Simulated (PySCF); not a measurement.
Simulated outer-valence photoelectron spectrum of `N#CC=S`. Computed with EOM-IP-CCSD/aug-cc-pVDZ in PySCF, restricted Hartree–Fock reference, 8 core orbitals frozen, non-relativistic, gas phase, PBE0-D3(BJ)/def2-SVP geometry.

Each root has a Gaussian of 0.4 eV full width with its one-hole share as area; cross sections and vibrations are left out, and the highest printed point is 100.

```json
{"ionisation energy (eV)": "9.4", "intensity": "0"}
{"ionisation energy (eV)": "9.6", "intensity": "6"}
{"ionisation energy (eV)": "9.8", "intensity": "51"}
{"ionisation energy (eV)": "10.0", "intensity": "100"}
{"ionisation energy (eV)": "10.2", "intensity": "49"}
{"ionisation energy (eV)": "10.4", "intensity": "6"}
{"ionisation energy (eV)": "10.6", "intensity": "0"}
{"ionisation energy (eV)": "10.8", "intensity": "0"}
{"ionisation energy (eV)": "11.0", "intensity": "0"}
{"ionisation energy (eV)": "11.2", "intensity": "0"}
{"ionisation energy (eV)": "11.4", "intensity": "1"}
{"ionisation energy (eV)": "11.6", "intensity": "18"}
{"ionisation energy (eV)": "11.8", "intensity": "80"}
{"ionisation energy (eV)": "12.0", "intensity": "89"}
{"ionisation energy (eV)": "12.2", "intensity": "25"}
{"ionisation energy (eV)": "12.4", "intensity": "2"}
{"ionisation energy (eV)": "12.6", "intensity": "5"}
{"ionisation energy (eV)": "12.8", "intensity": "43"}
{"ionisation energy (eV)": "13.0", "intensity": "100"}
{"ionisation energy (eV)": "13.2", "intensity": "65"}
{"ionisation energy (eV)": "13.4", "intensity": "62"}
{"ionisation energy (eV)": "13.6", "intensity": "96"}
{"ionisation energy (eV)": "13.8", "intensity": "44"}
{"ionisation energy (eV)": "14.0", "intensity": "12"}
{"ionisation energy (eV)": "14.2", "intensity": "53"}
{"ionisation energy (eV)": "14.4", "intensity": "97"}
{"ionisation energy (eV)": "14.6", "intensity": "45"}
{"ionisation energy (eV)": "14.8", "intensity": "8"}
{"ionisation energy (eV)": "15.0", "intensity": "32"}
{"ionisation energy (eV)": "15.2", "intensity": "93"}
{"ionisation energy (eV)": "15.4", "intensity": "68"}
{"ionisation energy (eV)": "15.6", "intensity": "13"}
{"ionisation energy (eV)": "15.8", "intensity": "1"}
{"ionisation energy (eV)": "16.0", "intensity": "0"}
{"ionisation energy (eV)": "16.2", "intensity": "0"}
{"ionisation energy (eV)": "16.4", "intensity": "0"}
{"ionisation energy (eV)": "16.6", "intensity": "0"}
{"ionisation energy (eV)": "16.8", "intensity": "0"}
{"ionisation energy (eV)": "17.0", "intensity": "0"}
{"ionisation energy (eV)": "17.2", "intensity": "0"}
{"ionisation energy (eV)": "17.4", "intensity": "2"}
{"ionisation energy (eV)": "17.6", "intensity": "27"}
{"ionisation energy (eV)": "17.8", "intensity": "87"}
{"ionisation energy (eV)": "18.0", "intensity": "69"}
{"ionisation energy (eV)": "18.2", "intensity": "14"}
{"ionisation energy (eV)": "18.4", "intensity": "1"}
```

Q: Where are the maxima, and how many lines lie under the curve?

A: 7 maxima, at 10.0, 11.9, 13.0, 13.6, 14.4, 15.3 and 17.9 eV, from 7 lines.

Q: List the lines with their holes.

A: 
```json
{"E (eV)": "10.00", "leading hole (HF orbital)": "HOMO", "area": "0.95", "Koopmans (eV)": "10.72"}
{"E (eV)": "11.92", "leading hole (HF orbital)": "HOMO-1", "area": "0.96", "Koopmans (eV)": "11.70"}
{"E (eV)": "13.02", "leading hole (HF orbital)": "HOMO-2", "area": "0.95", "Koopmans (eV)": "13.43"}
{"E (eV)": "13.59", "leading hole (HF orbital)": "HOMO-4", "area": "0.92", "Koopmans (eV)": "16.00"}
{"E (eV)": "14.39", "leading hole (HF orbital)": "HOMO-3", "area": "0.93", "Koopmans (eV)": "14.79"}
{"E (eV)": "15.26", "leading hole (HF orbital)": "HOMO-5", "area": "0.93", "Koopmans (eV)": "16.55"}
{"E (eV)": "17.87", "leading hole (HF orbital)": "HOMO-6", "area": "0.89", "Koopmans (eV)": "20.01"}
```

The widest gap, 2.61 eV, lies between 15.26 and 17.87 eV. Only orbitals with −ε under 21 eV, eight at most, were ionised, so the high end of the curve may lack lines.

On Arm Neoverse V2, one thread, on a shared host, this took 4.9 min and 1.1 GiB of memory at its peak.
